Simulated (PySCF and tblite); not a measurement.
Values are calculated unless marked as measured or tabulated.
System: C₅H₁₀S, numbered as in [CH3:1][C@H:2]1[CH2:3][CH2:4][S:5][CH2:6]1.

Two runs for the inversion of the 5-membered ring (2–3–4–5–6) on the same GFN2-xTB geometries. The first, PBE0/pcSseg-1 + D3(BJ), IEF-PCM cyclohexane, gave a barrier of 2.9 kcal/mol. The second was started with:

```json
{"job": {"kind": "nmr", "xc": "PBE0", "basis": "pcSseg-1", "solvent": "cyclohexane", "scf": {"conv": 0.001, "max_cycle": 60}, "pop": false}, "charge": 0, "multiplicity": 1}
```

```
final grid: 121512 points
cycle   1  E = -594.2998317392  dE =  5.972e-01  |g| = 3.128e-01  |ddm| = 3.510e+00
cycle   2  E = -594.3026479525  dE = -2.816e-03  |g| = 3.148e-01  |ddm| = 6.216e-01
cycle   3  E = -594.3281911270  dE = -2.554e-02  |g| = 4.179e-02  |ddm| = 3.050e-01
cycle   4  E = -594.3285714171  dE = -3.803e-04  |g| = 1.926e-02  |ddm| = 8.166e-02
converged SCF energy = -594.3285714171

GIAO shielding tensors (ppm)
atom      isotropic    diamagn.    paramagn.     s11        s22        s33       span
  0 C      166.733     245.483     -78.750    149.663    161.701    188.836     39.173
  1 C      145.692     246.906    -101.214    120.540    152.275    164.261     43.721
  2 C      145.713     248.013    -102.300    117.245    152.387    167.508     50.262
  3 C      149.540     248.849     -99.309    111.898    164.987    171.736     59.839
  4 S      520.584    1055.359    -534.775    251.226    519.609    790.917    539.691
```

Task: What is wrong with the second run, and what did it give?

Result: Its fault: SCF threshold far too loose. It ran through; the barrier from its energies is 2.9 kcal/mol, off by 0.0.
